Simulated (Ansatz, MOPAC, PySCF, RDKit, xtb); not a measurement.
Dimer: CH5N (SMILES CN) (first 7 atoms) with CH5N (SMILES CN); geometry from S66by8 set.
(charge 0, multiplicity 1):
```xyz
14

N     -2.7289     0.4168    -0.7504
H     -1.9003    -0.1680    -0.8007
H     -3.3908     0.0272    -1.4086
C     -3.2890     0.3373     0.5970
H     -4.1830     0.9552     0.6582
H     -3.5530    -0.6699     0.9345
H     -2.5706     0.7446     1.3061
N      2.9000    -0.9103    -0.3600
H      3.1962    -0.6358    -1.2880
H      3.5235    -1.6580    -0.0848
C      3.0602     0.2249     0.5537
H      2.7900    -0.0898     1.5593
H      4.0676     0.6467     0.5907
H      2.3677     1.0107     0.2610
```

Monomers are frozen at their geometry in the pair; levels with a basis set take the counterpoise correction. Rows marked so take none. RDKit's UFF carries no charges.

Correlated levels freeze the cores. Rows in 3-21G carry no dispersion term and start afresh at each structure. The state that AM1 reach isn't checked.

Run with Ansatz (a first-principles code) with Gaussian orbitals; MOPAC for AM1 (differences of heats of formation); PySCF for 3-21G rows, the dispersion terms; RDKit for the force fields; xtb for the GFN methods. Values without a source in brackets are computed.

```json
[
 {"level": "MMFF94", "interaction energy (meV)": "-14.3"},
 {"level": "UFF", "interaction energy (meV)": "-5.5"},
 {"level": "AM1", "interaction energy (meV)": "-8.4"},
 {"level": "GFN1-xTB", "interaction energy (meV)": "-7.1"},
 {"level": "HF/aug-cc-pVDZ", "interaction energy (meV)": "-13.5"},
 {"level": "PBE-D4/def2-TZVPPD", "interaction energy (meV)": "___"},
 {"level": "B3LYP/3-21G (no counterpoise)", "interaction energy (meV)": "-13.6"},
 {"level": "PBE0/def2-TZVPPD", "interaction energy (meV)": "-13.3"},
 {"level": "CCSD(T)/aug-cc-pVDZ", "interaction energy (meV)": "___"}
]
```

Task: What belongs in the gaps?

Result: 
- PBE-D4/def2-TZVPPD, interaction energy (meV): -17.2
- CCSD(T)/aug-cc-pVDZ, interaction energy (meV): -16.7
